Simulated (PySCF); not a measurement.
Species: C5H8S.
Cartesian coordinates in Å at the PBE0-D3(BJ)/def2-SVP level; atoms count from 1:
```
atom  x, y, z in Å
C1    -2.249   -0.831   -0.516
C2    -0.964   -0.566   -0.767
C3    -0.124    0.348    0.027
C4     0.966    1.154   -0.627
C5     1.333    0.007    0.257
S6     2.118    0.382    1.818
H7    -2.772   -0.363    0.322
H8    -2.821   -1.521   -1.141
H9    -0.473   -1.051   -1.620
H10   -0.623    0.829    0.874
H11    1.124    1.035   -1.702
H12    1.133    2.166   -0.250
H13    1.706   -0.894   -0.241
H14    1.540   -0.607    2.535
```

Computed, not measured: PySCF, PBE0-D3(BJ)/def2-SVP geometry optimisation, gas phase.

Take the most abundant isotopes and a rigid rotor. The values belong to one conformer with, in the numbering `[CH2:1]=[CH:2][C@@H:3]1[CH2:4][C@H:5]1[SH:6]`, C1–C2–C3–C4 -147°, C4–C5–S6–H 144°.

(1) Give the principal moments of inertia and the rotational constants in GHz.

(2) Classify the top.

(3) What does the inertial defect say?

(4) Give the other two planar moments, Paa and Pbb, and the rms extents of the mass along the axes.

(5) Where do the levels up to J = 5 lie, in K?

(6) Which lines would a microwave search look for?

(7) Estimate the classical rotational partition function at 50 K, 200 K and 298.15 K.

Answers

(1) Ia = 70.59, Ib = 353.28, Ic = 393.35 u·Å²; 505379 MHz·u·Å²/I gives 7159, 1431 and 1285 MHz, that is A = 7.1591, B = 1.4305, C = 1.2848 GHz.

(2) A near-prolate asymmetric top: κ = (2 × 1431 − 7159 − 1285)/(7159 − 1285) = -0.95.

(3) Not planar: Δ = Ic − Ia − Ib = -30.52 u·Å². For a rigid frame Δ = −2 Σ m c², so Σ m c² = 15.26 u·Å² lies off the ab plane: 8.59 from hydrogen and 6.67 from heavier atoms. The atom farthest from that plane is 1.59 Å away.

(4) Paa = Σ m a² = (Ib + Ic − Ia)/2 = 338.02 and Pbb = Σ m b² = (Ia + Ic − Ib)/2 = 55.33 u·Å². With the mass M = 100.03 u, the rms extents √(P/M) along a, b and c are 1.84, 0.74, 0.39 Å.

(5) Above 0(0,0), as E/k:
J = 1: 1(0,1) 0.130, 1(1,1) 0.405, 1(1,0) 0.412
J = 2: 2(0,2) 0.391, 2(1,2) 0.659, 2(1,1) 0.680, 2(2,1) 1.505, 2(2,0) 1.505
J = 3: 3(0,3) 0.781, 3(1,3) 1.039, 3(1,2) 1.081, 3(2,2) 1.896, 3(2,1) 1.896, 3(3,1) 3.288, 3(3,0) 3.288
J = 4: 4(0,4) 1.301, 4(1,4) 1.546, 4(1,3) 1.616, 4(2,3) 2.417, 4(2,2) 2.419, 4(3,2) 3.809, 4(3,1) 3.809, 4(4,1) 5.758, 4(4,0) 5.758
J = 5: 5(0,5) 1.950, 5(1,5) 2.180, 5(1,4) 2.285, 5(2,4) 3.068, 5(2,3) 3.073, 5(3,3) 4.461, 5(3,2) 4.461, 5(4,2) 6.410, 5(4,1) 6.410, 5(5,1) 8.916, 5(5,0) 8.916
The levels of one J sum to (2J + 1)J(J + 1)(A + B + C)/3.

(6) The dipole components are |μa| = 1.00 D, |μb| = 0.09 D, |μc| = 0.42 D. Intensities carry the squares of the components, which stand as 1.00 : 0.01 : 0.17 (a : b : c). Some lines, for components of 0.1 D or more:

| type | branch | J(Ka,Kc) | MHz | lower level (cm⁻¹) |
| --- | --- | --- | --- | --- |
| a | Q | 5(1,4) ← 5(1,5) | 2185 | 1.515 |
| a | R | 1(0,1) ← 0(0,0) | 2715 | 0.000 |
| c | Q | 4(1,4) ← 4(0,4) | 5107 | 0.904 |
| a | R | 2(1,2) ← 1(1,1) | 5285 | 0.282 |
| c | Q | 3(1,3) ← 3(0,3) | 5376 | 0.543 |
| a | R | 2(0,2) ← 1(0,1) | 5428 | 0.091 |
| c | Q | 1(1,1) ← 1(0,1) | 5729 | 0.091 |
| a | R | 3(0,3) ← 2(0,2) | 8135 | 0.272 |
| a | R | 3(2,1) ← 2(2,0) | 8157 | 1.046 |
| a | R | 4(3,2) ← 3(3,1) | 10867 | 2.285 |
| a | R | 5(4,1) ← 4(4,0) | 13583 | 4.002 |
| a | R | 5(3,2) ← 4(3,1) | 13586 | 2.648 |
| a | R | 5(2,3) ← 4(2,2) | 13625 | 1.681 |
| a | R | 5(1,4) ← 4(1,3) | 13929 | 1.123 |
| c | R | 3(1,2) ← 2(0,2) | 14386 | 0.272 |
| c | Q | 5(2,4) ← 5(1,4) | 16323 | 1.588 |
| c | Q | 3(2,2) ← 3(1,2) | 16969 | 0.751 |
| c | R | 4(1,3) ← 3(0,3) | 17398 | 0.543 |
| c | R | 4(2,3) ← 3(1,3) | 28702 | 0.722 |
| c | Q | 4(3,2) ← 4(2,2) | 28975 | 1.681 |
| c | Q | 3(3,1) ← 3(2,1) | 28995 | 1.318 |
| c | R | 4(3,1) ← 3(2,1) | 39862 | 1.318 |
| c | Q | 5(4,2) ← 5(3,2) | 40601 | 3.101 |
| c | Q | 4(4,1) ← 4(3,1) | 40605 | 2.648 |
| c | R | 5(3,3) ← 4(2,3) | 42602 | 1.680 |
| c | R | 4(4,0) ← 3(3,0) | 51472 | 2.285 |
| c | R | 5(5,1) ← 4(4,1) | 65790 | 4.002 |

(7) Point group C1, symmetry number σ = 1; q = (√π/σ)·√((kT/h)³/(ABC)), k/h = 20836.6 MHz/K: 16400 at 50 K, 131000 at 200 K, 239000 at 298.15 K.

No PBE0-D3(BJ)/def2-SVP frequencies stand behind this structure, so it isn't proved a minimum. No vibrational averaging or centrifugal distortion is included, and the geometry carries the error of its method.

Time: 16 s of wall time; peak memory 0.57 GiB. Hardware: one thread, INTEL XEON PLATINUM 8581C at 2.10 GHz (x86_64) (shared host). That covers the optimisation of the geometry.
